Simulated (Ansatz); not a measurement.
A made-up structure of NaSiH3S, singlet:

```json
{"atom": "Na1", "x (Å)": "-0.2606", "y (Å)": "-0.1612", "z (Å)": "4.0098"}
{"atom": "Si2", "x (Å)": "-0.2980", "y (Å)": "0.0625", "z (Å)": "-0.4358"}
{"atom": "S3", "x (Å)": "0.7235", "y (Å)": "-0.1523", "z (Å)": "1.4848"}
{"atom": "H4", "x (Å)": "0.0082", "y (Å)": "-1.1971", "z (Å)": "-1.1979"}
{"atom": "H5", "x (Å)": "0.4905", "y (Å)": "1.0912", "z (Å)": "-1.1983"}
{"atom": "H6", "x (Å)": "1.9737", "y (Å)": "-0.4151", "z (Å)": "1.0643"}
```

It is relaxed with PBE-D4/def2-SVP and then PBE0-D4/def2-TZVP (Ansatz 0.2.0). Atoms count as bonded within 1.22 times the sum of their covalent radii (H–H: 0.88 Å). The end point is not checked to be a true minimum.

Does its bonding change? (Judge from chemistry; the calculation decides.)

The calculation gives: Yes. Formed: Na1–Si2; broken: none.

Where it ends: The first stage lowers the energy by 1.15 eV in 20 steps. It ends as NaSiH₃S ([Na]1[SiH2][SH]1):
```
atom    x (Å)    y (Å)    z (Å)
 Na1  -0.9242  -0.2284   2.7275
 Si2  -0.3020   0.1599   0.1203
  S3   1.5158   0.1264   1.4882
  H4  -0.0818  -1.1536  -0.5893
  H5   0.1100   1.1230  -0.9590
  H6   2.3194  -0.7994   0.9395
```

Labels in which every atom is bracketed show which atoms are joined, not bond orders.

For scale, one of the runs: PBE0-D4/def2-TZVP relaxation, 124 basis functions, launched by `ansatz run in.yaml --threads 2 --pin off --events-out ev --progress --plain --max-ram 4352MiB`. Hardware: 2 CPU threads of an Arm Neoverse V2, shared host. Wall time about 27 s.
